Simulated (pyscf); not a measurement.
This saddle point was located with ωB97X-D3(BJ)/def2-SVP in PySCF.

```xyz
9

P     -1.3407    -0.3330    -0.4301
P     -0.5982     0.7011     1.3560
H      0.4223    -0.9117    -0.5711
H     -2.2476     0.7777    -0.7166
H     -1.8870     0.7913     1.9639
H     -0.2032    -0.4929     2.0233
O     -0.3531     0.5477    -1.8648
H      0.3984    -0.1598    -1.4979
H     -0.6935     0.2757    -2.7355
```
Charge 0, spin multiplicity 1.

Surface: singlet, charge 0. Lowest wavenumbers (cm⁻¹): 1246i, 143, 250, 312, 476.

Q: Name the species on either side of this saddle.

A: H₂P–PH₂ + water (H₂O) ⇌ HO–PH–PH₂ + hydrogen (H₂), a four-centre exchange read from left to right: H–P, H–O broken and O–P, H–H formed. At ωB97M-D3(BJ)/def2-TZVP it lies +2.75 eV from the left side and +2.53 eV from the right (each side as separated species at their lowest minima found). The same reactants have a lower exit, to HO–PH₂ + PH₃ (barrier +2.43 eV at ωB97M-D3(BJ)/def2-TZVP, against +2.75 eV here). This is the saddle that the search found; another between the same sides may lie lower.
